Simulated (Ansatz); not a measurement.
A structure drawn as `[SiH]O[SiH3]`, with this starting geometry:

```xyz
7

Si   -1.8170    1.1525   -0.3456
O    -0.3982    0.7856    0.3306
Si    0.8800   -0.2255    0.1339
H    -2.5989   -0.1416   -0.4141
H     0.4742   -1.6402    0.2961
H     1.5134   -0.0213   -1.2020
H     1.9465    0.0904    1.2012
```

The species carries charge 0 and has multiplicity 1.

Problem. Relax it with Ansatz at PBE-D4/def2-SVP and then PBE0-D4/def2-TZVP. Is the drawn bonding still there?

Solution. Yes, every drawn bond is still there and no new one forms.

Problem. Give the relaxed structure. (Best estimate.)

Solution. Ansatz gave: 
Z-matrix (Å, degrees):
```
Si
O 1 1.652
H 1 1.483 2 108.5
H 1 1.486 2 109.8 3 120.4
H 1 1.483 2 108.5 3 -119.2
Si 2 1.645 1 142.3 3 -121.2
H 6 1.549 2 97.6 1 0.1
```
All modes are real.

Atoms count as bonded under 1.1 times the sum of their covalent radii (H–H under 0.85 Å, pairs among N, O and F under 1.55 Å), and a drawn bond as lost past 1.3 times.
